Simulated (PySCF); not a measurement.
Compound: C₃H₂O₂.
Bonds: C1–C2 (triple), C2–C3, C3–O4 (double), C3–O5. Hydrogens: H6 on C1; H7 on O5.

Level: wB97X-D/pcSseg-2 in PySCF, non-relativistic, on one gas-phase PBE0-D3(BJ)/def2-TZVP geometry that isn't relaxed in the solvent. The solvent is an IEF-PCM continuum (van der Waals radii × 1.2). The model holds no explicit solvent molecules, cavitation or dispersion.

Gas phase at wB97X-D/pcSseg-2: HOMO -10.42 eV, LUMO 0.24 eV, dipole 1.73 D.

What does the continuum do to the energy, the frontier levels and the dipole at wB97X-D/pcSseg-2 in chloroform?

```tsv
solvent	ε	E(solvent) − E(gas) (kcal/mol)	polarisation term (kcal/mol)	distortion of the solute (kcal/mol)	HOMO (eV)	LUMO (eV)	dipole (D)
chloroform	4.711	-5.51	-6.07	0.56	-10.46	0.26	2.09
```

The polarisation term is half the interaction of the solute with the surface charges that it induces; the rest is the cost of distorting the solute's density. The sum is the electrostatic part of solvation alone.

Which radius a makes the point-dipole formula ΔE = −[(ε − 1)/(2ε + 1)]·μ²/a³ give the value in chloroform, with the gas-phase dipole?

μ = 0.683 au and |ΔE| = 0.00877 Eh give a = 1.41 Å; the farthest nucleus lies 2.98 Å from the centroid of the nuclei, so such a sphere wouldn't even hold the nuclei. The formula assumes a rigid point dipole at the centre of a sphere.

The run took 30 s wall on Arm Neoverse N1, one thread, no GPU (shared host), and the process peaked at 0.80 GiB of memory. This is the whole shielding run at wB97X-D/pcSseg-2 in chloroform, SCF included.

The values belong to the conformer `[CH:1]#[C:2][C:3](=[O:4])[OH:5]`: H–O5–C3–C2 180°.

wB97X-D is run here without its empirical dispersion term; that term would change no orbital, density or response property at a fixed geometry.
